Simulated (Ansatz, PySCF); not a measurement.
chloromethane (CH3Cl), SMILES ClC. Atoms are numbered in the order given.

```xyz
5

C      0.0000     0.0000    -1.1252
Cl     0.0000     0.0001     0.6692
H      0.8925     0.5152    -1.4670
H      0.0000    -1.0306    -1.4669
H     -0.8925     0.5152    -1.4670
```

Geometry: B3LYP-D3(BJ)/def2-TZVP.

Two levels are set side by side: PBE-D3(BJ)/def2-TZVP (Ansatz, a first-principles code) and B3LYP-D3(BJ)/def2-TZVP (PySCF). Each level has its own optimised geometry; the coordinates shown are those of the second. Frequencies come from the Hessian of PySCF at each geometry. Differences are taken from unrounded values.

```csv
quantity,B3LYP-D3(BJ)
mean bond length (Å),1.263
bond C1–Cl2 (Å),1.794
bond C1–H3 (Å),1.086
bond C1–H4 (Å),1.086
bond C1–H5 (Å),1.086
highest harmonic wavenumber (cm⁻¹),3168
mean harmonic wavenumber (cm⁻¹),1836
zero-point energy (kcal/mol),23.62
```

Question: What does PBE-D3(BJ) give, and how far is it from B3LYP-D3(BJ)? (An estimate is asked for; the answer gives what the named calculation found.)

Answer: 
```
quantity                            PBE-D3(BJ)  PBE-D3(BJ) minus B3LYP-D3(BJ)
----------------------------------  ----------  -----------------------------
mean bond length (Å)                     1.269                          0.006
bond C1–Cl2 (Å)                          1.790                         -0.004
bond C1–H3 (Å)                           1.095                          0.009
bond C1–H4 (Å)                           1.095                          0.009
bond C1–H5 (Å)                           1.095                          0.009
highest harmonic wavenumber (cm⁻¹)        3100                            -68
mean harmonic wavenumber (cm⁻¹)           1788                            -48
zero-point energy (kcal/mol)             23.01                          -0.62
```

Exact exchange shortens and stiffens bonds; PBE has none. Differences between two approximate levels are no errors against the true value.
